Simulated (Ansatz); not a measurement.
**SiB₂H₆ (SMILES B[SiH2]B): functionals against CCSD(T) at one geometry**

The task here is to estimate one member of a computed series from the others.

The runs use Ansatz 0.2.0, Gaussian basis; single points in def2-TZVPP.

Correlated methods freeze the cores.

## The system as given

SMILES `B[SiH2]B`, 9 atoms, charge 0, spin multiplicity 1.

Atoms are counted from 1 here; the program's logs count them from 0.

Bond lengths: B1–Si2 1.916 Å, B1–H4 1.137 Å, B1–H5 1.163 Å, Si2–B3 2.111 Å, Si2–H6 1.545 Å, Si2–H7 1.482 Å, B3–H8 0.993 Å, B3–H9 1.215 Å. Angles: Si2–B1–H4 128.8°, Si2–B1–H5 120.1°, H4–B1–H5 110.6°, B1–Si2–B3 109.0°, B1–Si2–H6 121.4°, B1–Si2–H7 116.0°, B3–Si2–H6 114.4°, B3–Si2–H7 106.7°, H6–Si2–H7 87.1°, Si2–B3–H8 124.7°, Si2–B3–H9 117.1°, H8–B3–H9 115.7°.

Geometry (Å):

```xyz
9
charge 0, multiplicity 1
B    -0.9592    0.5759   -1.2056
Si    0.5766    0.5203   -0.0615
B     0.3728   -1.0942    1.2836
H    -1.1289    0.0466   -2.1969
H    -1.9375    1.0894   -0.8434
H     1.1583    1.8055    0.5679
H     1.8845    0.3484   -0.7371
H     0.5152   -2.0482    1.0478
H    -0.2607   -0.8917    2.3004
```

Set-up of the first run:

File run/in.yaml:

```yaml
crystal:
  periodic: [false, false, false]
  atoms:
    - {symbol: B, position_ang: [-0.959200, 0.575900, -1.205600]}
    - {symbol: Si, position_ang: [0.576600, 0.520300, -0.061500]}
    - {symbol: B, position_ang: [0.372800, -1.094200, 1.283600]}
    - {symbol: H, position_ang: [-1.128900, 0.046600, -2.196900]}
    - {symbol: H, position_ang: [-1.937500, 1.089400, -0.843400]}
    - {symbol: H, position_ang: [1.158300, 1.805500, 0.567900]}
    - {symbol: H, position_ang: [1.884500, 0.348400, -0.737100]}
    - {symbol: H, position_ang: [0.515200, -2.048200, 1.047800]}
    - {symbol: H, position_ang: [-0.260700, -0.891700, 2.300400]}
basis:
  gaussian: {orbitals: def2-TZVPP}
correlation: {method: ccsd_t}
output: {forces: true}
```

The command line of these runs was not kept.

Steps of the session up to this table: CCSD(T)/def2-TZVPP; PBE0-D4/def2-TZVPP; wB97M-V/def2-TZVPP; r2SCAN-D4/def2-TZVPP; PBE-D4/def2-TZVPP; r2SCANh-D4/def2-TZVPP; revPBE-D4/def2-TZVPP.

One table of the session follows, with a row left open; its other results are not shown here.

| method | RMS force component (eV/Å) | angle to CCSD(T) forces (°) | dipole (D) |
| --- | --- | --- | --- |
| CCSD(T) | 2.463 | reference | 0.77 |
| PBE0-D4 | 2.449 | 2.0 | 0.78 |
| wB97M-V | 2.407 | 1.4 | 0.81 |
| r2SCAN-D4 | 2.427 | 2.1 | 0.78 |
| PBE-D4 | 2.432 | 4.2 | 0.73 |
| r2SCANh-D4 | 2.432 | 1.6 | 0.79 |
| revPBE-D4 | ? | ? | ? |

Q: Estimate the row for revPBE-D4 from the others.

As computed: RMS force component (eV/Å): 2.442; angle to CCSD(T) forces (°): 4.0; dipole (D): 0.74. In the column «RMS force component (eV/Å)» it lies between r2SCANh-D4 (2.432) and PBE0-D4 (2.449).
